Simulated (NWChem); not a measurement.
# C3H7F (2-fluoropropane): levels of theory compared

Wanted: a comparison of 6 runs (B3LYP/cc-pVDZ, BHLYP/cc-pVDZ, BLYP/cc-pVDZ, M06-L/cc-pVDZ, PBE0/cc-pVDZ, TPSS/cc-pVDZ) of C3H7F (2-fluoropropane). 

The calculation is run with NWChem 7.3.0.

## (1) Starting point

C3H7F: 11 atoms, total charge 0, spin state singlet. SMILES: `CC(C)F`. One bond was lengthened or shortened from a relaxed shape.

Bond lengths: C1–C2 1.508 Å, C2–C3 1.508 Å, C2–F4 1.396 Å, C1–H5 1.091 Å, C1–H6 1.092 Å, C1–H7 1.256 Å, C2–H8 1.096 Å, C3–H9 1.092 Å, C3–H10 1.091 Å, C3–H11 1.092 Å. Some angles: C1–C2–C3 113.9°, C1–C2–F4 108.3°, C3–C2–F4 108.3°, C1–C2–H8 110.1°, C3–C2–H8 110.1°, F4–C2–H8 105.9°, C2–C1–H5 110.6°, C2–C1–H6 110.3°, C2–C1–H7 110.4°, C2–C3–H9 110.4°.

## (2) The energy at B3LYP/cc-pVDZ (run 1)

c3h7f.nw reads:

```
start c3h7f
title "C3H7F energy"
memory stack 880 mb heap 220 mb global 1100 mb
charge 0

geometry noautosym nocenter noautoz
  C     -0.375854     1.045280    -0.620036
  C     -0.620954    -0.306420     0.001664
  C      0.485046    -0.766020     0.917664
  F     -0.755454    -1.242220    -1.025436
  H     -1.183254     1.303580    -1.307036
  H     -0.321954     1.814280     0.153964
  H      0.707700     1.043900    -1.256000
  H     -1.577954    -0.307020     0.536664
  H      1.437146    -0.788520     0.382364
  H      0.275946    -1.766520     1.299564
  H      0.581446    -0.085420     1.766764
end

basis spherical bse
  * library cc-pVDZ
end

dft
  xc b3lyp
  grid fine
  convergence energy 1e-08
  iterations 100
  mulliken
  print medium
end

task dft energy
```

Run with:

```console
$ nwchem c3h7f.nw > c3h7f.out
```

Standard output:

```text
[...]
          Wavefunction type:  closed shell.
          No. of atoms     :    11
          No. of electrons :    34
[...]
          Charge           :     0
          Spin multiplicity:     1
[...]
          AO basis - number of functions:    91
[...]
              XC Information
              --------------
                         B3LYP Method XC Potential
                     Hartree-Fock (Exact) Exchange  0.200
                        Slater Exchange Functional  0.800 local
                    Becke 1988 Exchange Functional  0.720 non-local
              Lee-Yang-Parr Correlation Functional  0.810
                  VWN I RPA Correlation Functional  0.190 local
[...]
 d= 0,ls=0.0,diis     1   -218.3130901691 -3.51D+02  1.09D-02  5.46D-01     2.4
[...]
 d= 0,ls=0.0,diis     8   -218.3754738123  3.18D-09  2.08D-06  9.83D-08    16.6
         Total DFT energy =     -218.375473812276
      One electron energy =     -560.313774725832
           Coulomb energy =      238.839349864737
    Exchange-Corr. energy =      -29.360274322856
 Nuclear repulsion energy =      132.459225371674
[...]
      Total Density - Mulliken Population Analysis
     ---------------------------------------------
    Atom       Charge   Shell Charges
 -----------   ------   -------------------------------------------------------
    1 C    6     6.04   2.01  0.67  0.39  2.08  0.83  0.04
    2 C    6     5.87   2.01  0.69  0.39  2.02  0.61  0.14
    3 C    6     5.99   2.01  0.67  0.33  2.14  0.79  0.05
    4 F    9     9.25   2.01  0.89  1.01  3.34  2.00  0.01
    5 H    1     0.97   0.75  0.19  0.03
    6 H    1     0.98   0.75  0.20  0.03
    7 H    1     0.96   0.68  0.26  0.02
    8 H    1     1.01   0.77  0.21  0.03
    9 H    1     0.98   0.75  0.20  0.03
   10 H    1     0.98   0.75  0.20  0.03
[...]
```

Run time: 17 s. Hardware: 1 thread of AMD EPYC 9R45 (Zen 5), shared host; peak memory 0.12 GiB.

## (3) The energy at BHLYP/cc-pVDZ (run 2)

run.py reads:

```python
from ase import Atoms
from ase.calculators.nwchem import NWChem

atoms = Atoms('CCCFHHHHHHH', positions=[
    [-0.375854, 1.045280, -0.620036],
    [-0.620954, -0.306420, 0.001664],
    [0.485046, -0.766020, 0.917664],
    [-0.755454, -1.242220, -1.025436],
    [-1.183254, 1.303580, -1.307036],
    [-0.321954, 1.814280, 0.153964],
    [0.707700, 1.043900, -1.256000],
    [-1.577954, -0.307020, 0.536664],
    [1.437146, -0.788520, 0.382364],
    [0.275946, -1.766520, 1.299564],
    [0.581446, -0.085420, 1.766764],
])

calc = NWChem(
    label='c3h7f',
    theory='dft',
    memory='2200 mb',
    basis='cc-pVDZ',
    basispar='spherical bse',
    dft={'xc': 'bhlyp', 'mult': '1', 'grid': 'fine', 'convergence': 'energy 1e-08', 'iterations': '100', 'mulliken': None},
    task='energy',
)
atoms.calc = calc

print("Total energy (eV):", round(atoms.get_potential_energy(), 6))
print("dipole (e A):", atoms.get_dipole_moment().round(4))
```

Run with:

```console
$ export ASE_NWCHEM_COMMAND="nwchem PREFIX.nwi > PREFIX.nwo"
$ python run.py
```

Standard output:

```text
Total energy (eV): -5939.099459
dipole (e A): [0.0389 0.2635 0.2969]
```

The calculator wrote c3h7f.nwi:

```
title "c3h7f"

permanent_dir c3h7f

scratch_dir c3h7f

start c3h7f

geometry units angstrom nocenter noautosym noautoz
  C  -3.7585400000000002e-01 1.0452800000000000e+00 -6.2003600000000003e-01
  C  -6.2095400000000001e-01 -3.0642000000000003e-01 1.6639999999999999e-03
  C  4.8504599999999998e-01 -7.6602000000000003e-01 9.1766400000000004e-01
  F  -7.5545399999999996e-01 -1.2422200000000001e+00 -1.0254360000000000e+00
  H  -1.1832540000000000e+00 1.3035800000000000e+00 -1.3070360000000001e+00
  H  -3.2195400000000002e-01 1.8142799999999999e+00 1.5396399999999999e-01
  H  7.0770000000000000e-01 1.0439000000000001e+00 -1.2560000000000000e+00
  H  -1.5779540000000001e+00 -3.0702000000000002e-01 5.3666400000000003e-01
  H  1.4371460000000000e+00 -7.8852000000000000e-01 3.8236399999999998e-01
  H  2.7594600000000002e-01 -1.7665200000000001e+00 1.2995639999999999e+00
  H  5.8144600000000002e-01 -8.5419999999999996e-02 1.7667640000000000e+00
end

memory 2200 mb

basis spherical bse noprint
   * library cc-pVDZ
end

dft
  xc bhlyp
  mult 1
  grid fine
  convergence energy 1e-08
  iterations 100
  mulliken
end

task dft energy
```

c3h7f.nwo:

```text
Northwest Computational Chemistry Package (NWChem) 7.3.0
             --------------------------------------------------------

           Job information
           ---------------

    nwchem branch   = 7.3.0
    use scalapack   = T
    input           = c3h7f.nwi
    prefix          = c3h7f.
    data base       = c3h7f/c3h7f.db
    status          = startup
    nproc           =        1

           Memory information
           ------------------

    heap     =     72089594 doubles =      550.0 Mbytes
    stack    =     72089599 doubles =      550.0 Mbytes
    global   =    144179200 doubles =     1100.0 Mbytes (distinct from heap & stack)
    total    =    288358393 doubles =     2200.0 Mbytes
    verify   = yes
    hardfail = no

[... 106 lines left out ...]
  convergence criterion.
[... 18 lines left out ...]
          Convergence on density requested:  1.00D-05
[... 24 lines left out ...]
          Convergence Information
[... 58 lines left out ...]
   convergence    iter        energy       DeltaE   RMS-Dens  Diis-err    time
[... 13 lines left out ...]
           Coulomb energy =      238.819737333944
[... 7 lines left out ...]
                       DFT Final Molecular Orbital Analysis
[... 664 lines left out ...]
 center of mass
 --------------
 x =  -0.62658093 y =  -0.69136163 z =  -0.43552897

 moments of inertia (a.u.)
 ------------------
         329.657160321830          -2.920049460280         -70.745943800067
          -2.920049460280         215.033000791536          10.510811964970
         -70.745943800067          10.510811964970         258.856563376780

     Multipole analysis of the density
     ---------------------------------

     L   x y z        total         alpha         beta         nuclear
     -   - - -        -----         -----         ----         -------
     0   0 0 0     -0.000000    -17.000000    -17.000000     34.000000

     1   1 0 0      0.073462      9.438668      9.438668    -18.803873
[... 8 lines of this table left out ...]
     2   0 0 2    -19.653381    -55.138345    -55.138345     90.623309

 Task  times  cpu:       15.8s     wall:       15.8s
 Total times  cpu:       15.8s     wall:       15.8s
```

It took 17 s on 1 thread of AMD EPYC 9R45 (Zen 5), shared host; peak memory 0.12 GiB.

Runs 3 to 4 aren't shown in full; the table further down has their settings and results.

## (4) A single-point energy at PBE0/cc-pVDZ (run 5)

run.py reads:

```python
from ase import Atoms
from ase.calculators.nwchem import NWChem

mol = Atoms('CCCFHHHHHHH', positions=[
    [-0.375854, 1.045280, -0.620036],
    [-0.620954, -0.306420, 0.001664],
    [0.485046, -0.766020, 0.917664],
    [-0.755454, -1.242220, -1.025436],
    [-1.183254, 1.303580, -1.307036],
    [-0.321954, 1.814280, 0.153964],
    [0.707700, 1.043900, -1.256000],
    [-1.577954, -0.307020, 0.536664],
    [1.437146, -0.788520, 0.382364],
    [0.275946, -1.766520, 1.299564],
    [0.581446, -0.085420, 1.766764],
])

calc = NWChem(
    label='m1',
    theory='dft',
    memory='2200 mb',
    basis='cc-pVDZ',
    basispar='spherical bse',
    dft={'xc': 'pbe0', 'mult': '1', 'grid': 'fine', 'convergence': 'energy 1e-08', 'iterations': '100', 'mulliken': None},
    task='energy',
)
mol.calc = calc

print(f"energy = {mol.get_potential_energy():.6f} eV")
print("dipole (e A):", mol.get_dipole_moment().round(4))
```

Run with:

```console
$ export ASE_NWCHEM_COMMAND="nwchem PREFIX.nwi > PREFIX.nwo"
$ python run.py
```

Standard output:

```text
energy = -5935.682565 eV
dipole (e A): [0.0381 0.2444 0.2756]
```

The calculator wrote m1.nwi:

```
title "m1"

permanent_dir m1

scratch_dir m1

start m1

geometry units angstrom nocenter noautosym noautoz
  C  -3.7585400000000002e-01 1.0452800000000000e+00 -6.2003600000000003e-01
  C  -6.2095400000000001e-01 -3.0642000000000003e-01 1.6639999999999999e-03
  C  4.8504599999999998e-01 -7.6602000000000003e-01 9.1766400000000004e-01
  F  -7.5545399999999996e-01 -1.2422200000000001e+00 -1.0254360000000000e+00
  H  -1.1832540000000000e+00 1.3035800000000000e+00 -1.3070360000000001e+00
  H  -3.2195400000000002e-01 1.8142799999999999e+00 1.5396399999999999e-01
  H  7.0770000000000000e-01 1.0439000000000001e+00 -1.2560000000000000e+00
  H  -1.5779540000000001e+00 -3.0702000000000002e-01 5.3666400000000003e-01
  H  1.4371460000000000e+00 -7.8852000000000000e-01 3.8236399999999998e-01
  H  2.7594600000000002e-01 -1.7665200000000001e+00 1.2995639999999999e+00
  H  5.8144600000000002e-01 -8.5419999999999996e-02 1.7667640000000000e+00
end

memory 2200 mb

basis spherical bse noprint
   * library cc-pVDZ
end

dft
  xc pbe0
  mult 1
  grid fine
  convergence energy 1e-08
  iterations 100
  mulliken
end

task dft energy
```

m1.nwo:

```text
Northwest Computational Chemistry Package (NWChem) 7.3.0
             --------------------------------------------------------

           Job information
           ---------------

    nwchem branch   = 7.3.0
    use scalapack   = T
    input           = m1.nwi
    prefix          = m1.
    data base       = m1/m1.db
    status          = startup
    nproc           =        1

           Memory information
           ------------------

    heap     =     72089600 doubles =      550.0 Mbytes
    stack    =     72089597 doubles =      550.0 Mbytes
    global   =    144179200 doubles =     1100.0 Mbytes (distinct from heap & stack)
    total    =    288358397 doubles =     2200.0 Mbytes
    verify   = yes
    hardfail = no

[... 106 lines left out ...]
  convergence criterion.
[... 18 lines left out ...]
          Convergence on density requested:  1.00D-05
[... 24 lines left out ...]
          Convergence Information
[... 58 lines left out ...]
   convergence    iter        energy       DeltaE   RMS-Dens  Diis-err    time
[... 13 lines left out ...]
           Coulomb energy =      238.808832845608
[... 7 lines left out ...]
                       DFT Final Molecular Orbital Analysis
[... 664 lines left out ...]
 center of mass
 --------------
 x =  -0.62658093 y =  -0.69136163 z =  -0.43552897

 moments of inertia (a.u.)
 ------------------
         329.657160321830          -2.920049460280         -70.745943800067
          -2.920049460280         215.033000791536          10.510811964970
         -70.745943800067          10.510811964970         258.856563376780

     Multipole analysis of the density
     ---------------------------------

     L   x y z        total         alpha         beta         nuclear
     -   - - -        -----         -----         ----         -------
     0   0 0 0     -0.000000    -17.000000    -17.000000     34.000000

     1   1 0 0      0.071957      9.437915      9.437915    -18.803873
[... 8 lines of this table left out ...]
     2   0 0 2    -19.490251    -55.056780    -55.056780     90.623309

 Task  times  cpu:       15.6s     wall:       15.6s
 Total times  cpu:       15.7s     wall:       15.7s
```

It took 17 s on 1 thread of AMD EPYC 9R45 (Zen 5), shared host; peak memory 0.12 GiB.

## (5) A single-point energy at TPSS/cc-pVDZ (run 6)

run.py reads:

```python
from ase import Atoms
from ase.calculators.nwchem import NWChem

system = Atoms('CCCFHHHHHHH', positions=[
    [-0.375854, 1.045280, -0.620036],
    [-0.620954, -0.306420, 0.001664],
    [0.485046, -0.766020, 0.917664],
    [-0.755454, -1.242220, -1.025436],
    [-1.183254, 1.303580, -1.307036],
    [-0.321954, 1.814280, 0.153964],
    [0.707700, 1.043900, -1.256000],
    [-1.577954, -0.307020, 0.536664],
    [1.437146, -0.788520, 0.382364],
    [0.275946, -1.766520, 1.299564],
    [0.581446, -0.085420, 1.766764],
])

calc = NWChem(
    label='c3h7f',
    theory='dft',
    memory='2200 mb',
    basis='cc-pVDZ',
    basispar='spherical bse',
    dft={'xc': 'xtpss03 ctpss03', 'mult': '1', 'grid': 'fine', 'convergence': 'energy 1e-08', 'iterations': '100', 'mulliken': None},
    task='energy',
)
system.calc = calc

print("Total energy (eV):", round(system.get_potential_energy(), 6))
print("dipole (e A):", system.get_dipole_moment().round(4))
```

Run with:

```console
$ export ASE_NWCHEM_COMMAND="nwchem PREFIX.nwi > PREFIX.nwo"
$ python run.py
```

Standard output:

```text
Total energy (eV): -5943.086201
dipole (e A): [0.0289 0.2269 0.2613]
```

The calculator wrote c3h7f.nwi:

```
title "c3h7f"

permanent_dir c3h7f

scratch_dir c3h7f

start c3h7f

geometry units angstrom nocenter noautosym noautoz
  C  -3.7585400000000002e-01 1.0452800000000000e+00 -6.2003600000000003e-01
  C  -6.2095400000000001e-01 -3.0642000000000003e-01 1.6639999999999999e-03
  C  4.8504599999999998e-01 -7.6602000000000003e-01 9.1766400000000004e-01
  F  -7.5545399999999996e-01 -1.2422200000000001e+00 -1.0254360000000000e+00
  H  -1.1832540000000000e+00 1.3035800000000000e+00 -1.3070360000000001e+00
  H  -3.2195400000000002e-01 1.8142799999999999e+00 1.5396399999999999e-01
  H  7.0770000000000000e-01 1.0439000000000001e+00 -1.2560000000000000e+00
  H  -1.5779540000000001e+00 -3.0702000000000002e-01 5.3666400000000003e-01
  H  1.4371460000000000e+00 -7.8852000000000000e-01 3.8236399999999998e-01
  H  2.7594600000000002e-01 -1.7665200000000001e+00 1.2995639999999999e+00
  H  5.8144600000000002e-01 -8.5419999999999996e-02 1.7667640000000000e+00
end

memory 2200 mb

basis spherical bse noprint
   * library cc-pVDZ
end

dft
  xc xtpss03 ctpss03
  mult 1
  grid fine
  convergence energy 1e-08
  iterations 100
  mulliken
end

task dft energy
```

c3h7f.nwo:

```text
Northwest Computational Chemistry Package (NWChem) 7.3.0
             --------------------------------------------------------

           Job information
           ---------------

    nwchem branch   = 7.3.0
    use scalapack   = T
    input           = c3h7f.nwi
    prefix          = c3h7f.
    data base       = c3h7f/c3h7f.db
    status          = startup
    nproc           =        1

           Memory information
           ------------------

    heap     =     72089600 doubles =      550.0 Mbytes
    stack    =     72089597 doubles =      550.0 Mbytes
    global   =    144179200 doubles =     1100.0 Mbytes (distinct from heap & stack)
    total    =    288358397 doubles =     2200.0 Mbytes
    verify   = yes
    hardfail = no

[... 106 lines left out ...]
  convergence criterion.
[... 18 lines left out ...]
          Convergence on density requested:  1.00D-05
[... 21 lines left out ...]
          Convergence Information
[... 58 lines left out ...]
   convergence    iter        energy       DeltaE   RMS-Dens  Diis-err    time
[... 15 lines left out ...]
           Coulomb energy =      238.821189467034
[... 7 lines left out ...]
                       DFT Final Molecular Orbital Analysis
[... 665 lines left out ...]
 center of mass
 --------------
 x =  -0.62658093 y =  -0.69136163 z =  -0.43552897

 moments of inertia (a.u.)
 ------------------
         329.657160321830          -2.920049460280         -70.745943800067
          -2.920049460280         215.033000791536          10.510811964970
         -70.745943800067          10.510811964970         258.856563376780

     Multipole analysis of the density
     ---------------------------------

     L   x y z        total         alpha         beta         nuclear
     -   - - -        -----         -----         ----         -------
     0   0 0 0     -0.000000    -17.000000    -17.000000     34.000000

     1   1 0 0      0.054702      9.429288      9.429288    -18.803873
[... 8 lines of this table left out ...]
     2   0 0 2    -19.512944    -55.068126    -55.068126     90.623309

 Task  times  cpu:       22.3s     wall:       22.3s
 Total times  cpu:       22.3s     wall:       22.3s
```

Wall time 23 s (1 thread of AMD EPYC 9R45 (Zen 5), shared host); peak memory 0.12 GiB.

## (6) Overview of the runs

```tsv
run	level	energy (Eh)	dipole moment (D)	HOMO energy (eV)	LUMO energy (eV)	wall time
1	B3LYP/cc-pVDZ	-218.375474	1.74	-8.67	1.52	17 s
2	BHLYP/cc-pVDZ	-218.257881	1.92	-10.50	2.57	17 s
3	BLYP/cc-pVDZ	-218.278335	1.59	-7.11	0.99	20 s
4	M06-L/cc-pVDZ	-218.345202	1.77	-7.59	1.74	23 s
5	PBE0/cc-pVDZ	-218.132313	1.78	-8.92	1.88	17 s
6	TPSS/cc-pVDZ	-218.404391	1.67	-7.36	1.30	23 s
```

## (7) What came out

| quantity | value |
| --- | --- |
| run 6: total energy | -218.40439 Eh |
| run 6: dipole moment | 1.67 D |
| run 6: HOMO energy | -7.36 eV |
| run 6: LUMO energy | 1.30 eV |
| run 6: HOMO–LUMO gap | 8.66 eV |

**Reading.** The dipole moment (its size) runs from 1.59 D (BLYP/cc-pVDZ) to 1.92 D (BHLYP/cc-pVDZ). The HOMO–LUMO gap runs from 8.09 eV (BLYP/cc-pVDZ) to 13.08 eV (BHLYP/cc-pVDZ). Totals of different functionals can't be ranked against each other. All runs together took 2 min, the longest 23 s.
